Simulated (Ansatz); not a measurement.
# C2H4FNO: how energies converge with the basis set

An exercise on one series of results from a longer session: the logs are not shown, and one member is left open.

Method: one geometry, several basis sets; program: Ansatz 0.2.0, Gaussian basis.

Plan: PBE0-D4/def2-SVP; ωB97M-V/def2-SVP; PBE0-D4/def2-QZVPP; ωB97M-V/def2-QZVPP; the functionals' def2-TZVPP values are taken from earlier runs.

## The relaxed structure

An earlier PBE0-D4 in a triple-zeta def2 set relaxation fixed the geometry.

SMILES `N/C(F)=C\O`, 9 atoms, charge 0, spin multiplicity 1.

Atoms are counted from 1 here; the program's logs count them from 0.

Bond lengths: N1–C2 1.390 Å, N1–H6 1.013 Å, N1–H7 1.013 Å, C2–F3 1.357 Å, C2–C4 1.327 Å, C4–O5 1.350 Å, C4–H8 1.081 Å, O5–H9 0.968 Å. Angles: C2–N1–H6 113.1°, C2–N1–H7 113.1°, H6–N1–H7 108.9°, N1–C2–F3 117.3°, N1–C2–C4 122.8°, F3–C2–C4 119.8°, C2–C4–O5 123.2°, C2–C4–H8 122.3°, O5–C4–H8 114.5°, C4–O5–H9 106.2°.

Set-up of the first run:

The input, in.yaml:

```yaml
crystal:
  periodic: [false, false, false]
  atoms:
    - {symbol: N, position_ang: [0.308573, 1.167209, -0.253075]}
    - {symbol: C, position_ang: [0.565269, -0.187900, -0.077324]}
    - {symbol: F, position_ang: [1.843914, -0.607542, -0.251256]}
    - {symbol: C, position_ang: [-0.378492, -1.062436, 0.247314]}
    - {symbol: O, position_ang: [-1.670366, -0.719863, 0.436565]}
    - {symbol: H, position_ang: [0.502942, 1.489174, -1.193888]}
    - {symbol: H, position_ang: [0.807546, 1.754285, 0.404905]}
    - {symbol: H, position_ang: [-0.169938, -2.114905, 0.382001]}
    - {symbol: H, position_ang: [-1.721046, 0.235777, 0.287657]}
basis:
  gaussian: {orbitals: def2-SVP}
hamiltonian: {xc: pbe0, dispersion: d4}
output: {orbitals: {seedname: orbitals}}
```

Started as:

```bash
$ ansatz run in.yaml --threads 2 --pin off --events-out ev --progress --plain --max-ram 4352MiB
```

Among the steps run: PBE0-D4 in def2-SVP; ωB97M-V in def2-SVP; PBE0-D4 in def2-QZVPP; ωB97M-V in def2-QZVPP.

One table of the session follows, with a row left open; its other results are not shown here.

It belongs to the step «Density functionals: the series». 

```
functional       basis  HOMO (eV)  LUMO (eV)
   PBE0-D4    def2-SVP          ?          ?
   PBE0-D4  def2-TZVPP      -6.37       0.75
   PBE0-D4  def2-QZVPP      -6.43       0.34
   ωB97M-V    def2-SVP      -8.42       3.21
   ωB97M-V  def2-TZVPP      -8.63       2.13
   ωB97M-V  def2-QZVPP      -8.69       1.50
```

Estimate the missing values for PBE0-D4, def2-SVP.

The run gave: HOMO (eV): -6.19; LUMO (eV): 1.27. In the column «HOMO (eV)» it is the highest.
